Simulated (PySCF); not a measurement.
# AlO: energy against distance

Set-up: basis Al 6-311G(d,p), O 6-311G(d,p); no relativity; PySCF 2.14. Energies in eV from Al + O in their ground configurations at the same level. State: ²Σ⁺ (doublet), unpaired electrons σ ↑.

All columns are PBE. A positive dipole means Al(−)O(+).

```tsv
R (Å)	E (eV)	μ (D)	Mulliken charge on Al (basis-dependent)	HOMO (eV)	LUMO (eV)	Mayer bond order	⟨S²⟩
1.410	-3.979	-3.28	0.43	-6.21	-4.92	2.26	0.75
1.476	-4.794	-3.42	0.44	-6.31	-5.01	2.21	0.75
1.542	-5.252	-3.52	0.46	-6.40	-5.10	2.16	0.75
1.591	-5.422	-3.59	0.47	-6.46	-5.16	2.12	0.75
1.640	-5.481	-3.66	0.48	-6.36	-5.21	2.08	0.75
1.689	-5.456	-3.71	0.49	-6.24	-5.26	2.03	0.75
1.755	-5.326	-3.77	0.50	-6.10	-5.30	1.96	0.76
1.837	-5.061	-3.84	0.50	-5.93	-5.34	1.86	0.76
1.935	-4.665	-3.91	0.50	-5.74	-5.35	1.73	0.76
2.066	-4.096	-4.02	0.48	-5.50	-5.29	1.55	0.76
```

A fit through these points gives, at Re = 1.648 Å, μ = -3.66 D and dμ/dR = -1.13 D/Å; the reduced mass is 10.04 u.

Q: How strong is the fundamental in the double-harmonic approximation, I = 42.26·(dμ/dR)²/μred km/mol?

A: I = 42.26·(-1.13)²/10.04 = 5.37 km/mol at PBE.

The state was picked by a PBE0 search and need not be the measured ground state.
